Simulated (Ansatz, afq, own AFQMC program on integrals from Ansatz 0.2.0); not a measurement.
## SBr⁺, quintet: AFQMC among the cluster methods

```yaml
atoms:
  - { symbol: S, position_ang: [0.0000, 0.0000, 0.0000] }
  - { symbol: Br, position_ang: [0.0000, 0.0000, 2.0253] }
```

Basis cc-pVDZ. Noble-gas cores (and the filled d shells of Ga–Kr and In–Xe) are frozen. AFQMC by an in-house program on the Cholesky factors that Ansatz 0.2.0 writes for its CCSD(T) run. The CISD trial takes its coefficients from CCSD amplitudes. Released means that phaseless walkers are propagated on without the constraint, phases kept. ± is one standard error of the sampling. No spin–orbit coupling.

Determinant: ROHF, the one that the program's search chose, which needn't be the lowest solution. The geometry is a PBE0/def2-TZVP stationary point of this or a neighbouring charge and spin state.

No full CI on the walks' own integrals is used here; CCSDT(Q) serves as the reference and is uncertain by about the last step of the cluster series.

Cautions: no relativity below Rb; no spin-orbit coupling; inner d shell frozen; another spin lies lower (by 5.94 eV).

The T1 diagnostic is 0.0222 and the weight of the determinant in the CISD state is 0.891. The size of the correlated space is 12 electrons in 26 orbitals.

Reference: CCSDT(Q), correlation energy -6.048 eV. The released energy is read at 2.40 1/Eh (meV from the phaseless value at times in 1/Eh: -8 ± 12 at 0.24, -3 ± 9 at 0.51, -8 ± 11 at 0.99, -18 ± 10 at 1.62, -26 ± 16 at 2.40).

```csv
level,E − E(reference) (meV),share of correlation (%)
HF,6047.9,0.00
MP2,921.8,84.76
CCSD,146.7,97.57
CCSD(T),27.9,99.54
CCSDT,9.7,99.84
ph-AFQMC/CISD,10.3 ± 10.3,99.83
released AFQMC,-15.8 ± 15.8,100.26
```

A walk keeps the symmetry of its determinant, which the program's search chose and which needn't be the lowest solution, so a lower state of the same spin and another symmetry isn't excluded. Released energies are given only where the last usable release times agree within the noise; a slower fall can still hide under it.
